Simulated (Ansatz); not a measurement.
Cadmium, hcp: convergence with the k-point mesh

Computed with Ansatz, PBE, scalar-relativistic PAW, on the relaxed cell (a = 3.001 Å, c = 5.926 Å (c/a = 1.975); spin not included). Errors count from a run at 420 eV on a Γ-centred 20×20×9 mesh with Fermi-Dirac smearing of 0.1 eV, extrapolated to zero width. Fixed here: cutoff 420 eV, Fermi-Dirac width 0.1 eV. The SCF starts from atomic densities corrected by a trained network.

```csv
k-mesh,E(σ→0) error (meV/atom),P (GPa),SCF iterations
2×2×1,858.8,3.53,6
3×3×2,162.4,2.40,6
4×4×2,-91.6,-1.92,6
6×6×3,1.7,0.35,6
7×7×4,-18.3,-0.11,6
10×10×5,2.2,0.05,6
13×13×6,-1.1,0.09,6
17×17×8,2.3,0.11,6
```

Within 5 meV/atom of the last row: from 10×10×5 on.
